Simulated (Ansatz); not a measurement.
Geometry optimisation, RHF/def2-SVP in Ansatz.

Input file:

```yaml
crystal:
  periodic: [false, false, false]
  atoms:
    - { symbol: Si, position_ang: [-0.497571, -0.227274, -0.197837] }
    - { symbol: Cl, position_ang: [0.349836, 1.249324, 2.681426] }
    - { symbol: H, position_ang: [0.658206, -0.892628, 0.434706] }
    - { symbol: H, position_ang: [-0.266145, 1.219921, -0.373142] }
    - { symbol: H, position_ang: [-0.700163, -0.827717, -1.540974] }
    - { symbol: P, position_ang: [-2.285469, -0.538368, 1.072619] }
    - { symbol: H, position_ang: [-3.263207, -0.176615, 0.121985] }
    - { symbol: H, position_ang: [-2.394427, -1.934638, 0.898589] }
    - { symbol: H, position_ang: [-0.89056, 0.815895, 2.834629] }
basis:
  gaussian: { orbitals: def2-SVP }
hamiltonian:
  xc: hf
relax:
  f_tol: 0.03
  max_steps: 50
```

Command:

```bash
$ ansatz run input.yaml --threads 1 --pin off --max-ram 2048MiB --backend cpu --events-out ev --progress --plain --runs-dir out
```

Task: Where does it end, and by what steps?

Result: The run converged. The force dipped under the threshold on the way, but the program's further checks kept it going. After 12 steps the energy has fallen by 0.207 eV; Cl2 moved furthest, 0.86 Å.

```json
{"step": "0", "energy less start (eV)": "0.0000", "largest force component (eV/Å)": "1.387", "accepted": "yes"}
{"step": "1", "energy less start (eV)": "-0.1402", "largest force component (eV/Å)": "0.841", "accepted": "yes"}
{"step": "2", "energy less start (eV)": "-0.1717", "largest force component (eV/Å)": "0.687", "accepted": "yes"}
{"step": "3", "energy less start (eV)": "-0.1939", "largest force component (eV/Å)": "0.295", "accepted": "yes"}
{"step": "4", "energy less start (eV)": "-0.1978", "largest force component (eV/Å)": "0.232", "accepted": "yes"}
{"step": "5", "energy less start (eV)": "-0.2058", "largest force component (eV/Å)": "0.080", "accepted": "yes"}
{"step": "6", "energy less start (eV)": "-0.2063", "largest force component (eV/Å)": "0.005", "accepted": "yes"}
{"step": "7", "energy less start (eV)": "-0.2066", "largest force component (eV/Å)": "0.030", "accepted": "yes"}
{"step": "8", "energy less start (eV)": "-0.2067", "largest force component (eV/Å)": "0.046", "accepted": "yes"}
{"step": "9", "energy less start (eV)": "-0.2068", "largest force component (eV/Å)": "0.038", "accepted": "yes"}
{"step": "10", "energy less start (eV)": "-0.2069", "largest force component (eV/Å)": "0.041", "accepted": "yes"}
{"step": "11", "energy less start (eV)": "-0.2068", "largest force component (eV/Å)": "0.052", "accepted": "no"}
{"step": "12", "energy less start (eV)": "-0.2069", "largest force component (eV/Å)": "0.022", "accepted": "yes"}
```

```xyz
9
Properties=species:S:1:pos:R:3
Si -0.495 -0.343 -0.472
Cl 0.238 1.547 3.479
H 0.707 -0.973 0.117
H -0.254 1.098 -0.700
H -0.816 -1.000 -1.760
P -2.194 -0.532 1.040
H -3.244 -0.115 0.194
H -2.413 -1.919 0.900
H -0.820 0.923 3.134
```

The run took 19 s on 1 thread of Arm Neoverse V2 (shared host), peak memory 0.15 GiB.
